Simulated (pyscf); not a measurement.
## Addition across a multiple bond or ene-type step: `[NH]=[SiH2]` + `[H][H]` -> `[NH2][SiH3]`

Gas phase, singlet surface, charge 0. Bonds broken: H6–H7. Bonds formed: N1–H6, Si2–H7. Single points on ωB97X-D3(BJ)/def2-SVP structures (PySCF, gas phase).

Transition state (Å):

```xyz
7

N      0.1707    -1.0958     1.1638
Si     0.8321    -0.0339     0.1183
H      0.4555    -2.0318     1.4239
H      0.0908     0.5871    -1.0180
H      2.2847     0.2629    -0.0924
H      0.3239     0.4184     1.6772
H      0.5138     1.2531     1.3367
```

One imaginary mode, 1403i cm⁻¹; descent along it reached the two sides named.

```json
[
 {"bond": "H6–H7", "change": "breaks", "reactant side (Å)": "0.761", "saddle": "0.921", "product side": "2.9"},
 {"bond": "N1–H6", "change": "forms", "reactant side (Å)": "3.9", "saddle": "1.606", "product side": "1.015"},
 {"bond": "Si2–H7", "change": "forms", "reactant side (Å)": "3.1", "saddle": "1.801", "product side": "1.492"}
]
```

Electronic energies relative to the separated reactants (kcal/mol):

```csv
level,barrier,reaction energy,reverse barrier
ωB97X-D3(BJ)/def2-TZVP,25.3,-60.1,85.4
PBE/def2-TZVP,23.2,-53.1,76.3
r²SCAN/def2-TZVP,23.7,-56.2,80.0
B3LYP-D3(BJ)/def2-TZVP,26.8,-55.3,82.1
PBE0-D3(BJ)/def2-TZVP,22.1,-59.7,81.8
M06-2X/def2-TZVP,25.6,-58.2,83.8
ωB97M-D3(BJ)/def2-TZVP,25.9,-57.7,83.7
HF/def2-TZVP,33.0,-65.1,98.1
```

With ωB97M-D3(BJ)/def2-TZVP energies and thermal terms (ideal gas, 1 atm, RRHO with modes under 100 cm⁻¹ raised to 100, one conformer, R ln 2 for chiral ones without a mode under 150 cm⁻¹), in kcal/mol:

| T (K) | ΔH‡ | ΔG‡ | ΔH | ΔG |
|---|---|---|---|---|
| 298 | 26.8 | 34.5 | -52.5 | -44.5 |
| 600 | 25.9 | 42.6 | -53.2 | -36.1 |
| 900 | 25.7 | 51.1 | -53.3 | -27.5 |
| 1200 | 25.8 | 59.5 | -52.9 | -19.0 |

At the saddle there is also a short H–Si contact that neither side keeps. HN=SiH₂ lies 18.2 kcal/mol over its isomer H₂N–SiH: [singlet] (electronic energy, ωB97M-D3(BJ)/def2-TZVP). One saddle was located; it need not be the lowest between these sides.
